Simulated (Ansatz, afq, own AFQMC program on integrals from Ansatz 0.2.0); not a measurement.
Integrals from Ansatz 0.2.0, then the random walk in our own AFQMC program (afq).

```yaml
crystal:
  periodic: [false, false, false]
  atoms:
    - {symbol: Ge, position_ang: [0.000000, 0.000000, 0.253068]}
    - {symbol: Al, position_ang: [0.000000, 0.000000, -2.195645]}
    - {symbol: H, position_ang: [0.000000, 0.000000, 1.942577]}
basis:
  gaussian: {orbitals: cc-pVDZ}
magnetization: {spin_polarized: true, initial_magnetization: 2}
correlation: {method: ccsd_t, electrons: outside_noble_gas, hamiltonian_folder: ham}
```

```sh
$ ansatz run in.yaml --threads 1 --pin off --events-out ev --progress --plain --max-ram 1382MiB
```

afq runs on the folder ham with

```
--method phaseless --trial cisd --walkers 60 --populations 1 --least-time 40 --time-step 0.005 --steps-per-block 50 --equilibration-blocks 28 --max-blocks 300 --target-error 0.00034 --factor-cut 1e-05 --start spin_pure --seed 69 --release-times 0.24,0.51,0.99,1.62,2.4 --release-step 0.03 --release-every 4 --taylor-order 6
```

Times are imaginary, in 1/Eh. The walk had a cap of 630 s. Filled inner d shells are frozen with the cores.

Log:

```
orbitals 31  electrons 5 3  factors 226 of 553
reference energy -2317.77976475 Eh
CCSD correlation -0.14153663 Eh in 12 cycles, weight of the determinant in the CISD state 0.8605
energy of the start -2317.920382 Eh
 block  time / (1/Eh)  mean weight  energy / Eh
     1     0.250  0.9996  -2317.919271
     2     0.500  0.9991  -2317.919545
     3     0.750  1.0005  -2317.920961
     4     1.000  1.0008  -2317.921841
     5     1.250  0.9991  -2317.922711
    10     2.500  1.0001  -2317.927073
    31     7.750  1.0003  -2317.930848
    56    14.000  0.9993  -2317.924713
    81    20.250  1.0003  -2317.924839
    91    22.750  0.9997  -2317.934594
   106    26.500  0.9998  -2317.928458
   131    32.750  1.0005  -2317.926722
   156    39.000  0.9996  -2317.926983
   181    45.250  1.0002  -2317.922169
   206    51.500  0.9995  -2317.927677
   216    54.000  1.0000  -2317.925750
blocks merged  error / Eh  count
     1  0.000181  190
     2  0.000237  95
     4  0.000314  47
     8  0.000328  23
    16  0.000326  11
released: time / (1/Eh)  energy / Eh  error  mean overlap
  0.24  -2317.927633  0.000432  1.0019
  0.51  -2317.927525  0.000369  1.0046
  0.99  -2317.927887  0.000315  1.0073
  1.62  -2317.928777  0.000389  0.9936
  2.40  -2317.928032  0.000363  1.0158
energy -2317.927591 +/- 0.000328 Eh
(rows thinned)
```

The run passed its tests (sampling time, drift between the halves within three errors, error under three times the target), which doesn't prove that it has relaxed.

Against this walk (error 8.9 meV) on the same determinant: CCSD(T) 23.7 meV higher, CCSDT(Q) 27.6 meV lower. The error is statistical and leaves out the bias of the constraint. Released to 2.40 1/Eh the energy moves by -12 ± 13 meV (both errors), within twice the noise. CCSDT(Q) is the surest value here, so the walk's 28 meV above it is most likely the bias of the constraint with this trial, which can have either sign.

Cautions: constraint bias not in the error; no relativity below Rb; no spin-orbit coupling; inner d shell frozen; lower spins were not checked.

The walk took 3.2 min on 1 thread of Intel(R) Xeon(R) Platinum 8488C (Sapphire Rapids), on a shared host. The log's last line is the phaseless energy.

CCSDT and higher add their correlation energy to the determinant of the CCSD(T) run, since their own runs factorise the integrals more tightly (a shift of under 2 meV). A walk keeps the symmetry of its determinant, which the program's search chose and which needn't be the lowest solution, so a lower state of the same spin and another symmetry isn't excluded.
